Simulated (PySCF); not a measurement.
Gas-phase reaction: 2 SiOCl2 ⇌ SiO + O + SiCl4

Method: PySCF energies plus ideal-gas RRHO corrections (1 bar). † marks an energy on the PBE0/def2-TZVP geometry and frequencies; other levels use their own. MP2 freezes the core. 6-31G* has spherical d functions here. Open shells (unrestricted): O (multiplicity 3, electronic degeneracy 9); the rest are closed-shell singlets. Spin-orbit splitting is ignored; it lowers the true energy and changes the entropy of O. SiOCl2: computed as isolated molecules; such fragments, hydroxides, amides, oligomers or adducts are transient or little studied in the gas. MP2 isn't extrapolated to the basis-set limit; its ΔH°(298 K) is 358.5 kJ in def2-SVP and 433.3 kJ in def2-TZVPP. The harmonic model lacks anharmonicity and excited electronic states, which grow with temperature; levels with a mode under 35 cm⁻¹ are left out.

```csv
level,"ΔE electronic, kJ","ΔH°(298 K), kJ","ΔS°(298 K), J/K","ΔG°(1200 K), kJ"
HF/6-31G*,131,124,103,-5
MP2/def2-SVP†,365,358,102,231
PBE/def2-SVP,432,426,100,302
PBE0/def2-SVP†,373,366,102,239
PBE0/def2-TZVP,413,407,102,279
ωB97M-V/def2-TZVP†,402,395,102,268
```
ΔH° is lowest at HF/6-31G* and highest at PBE/def2-SVP. No reference value is set beside these.
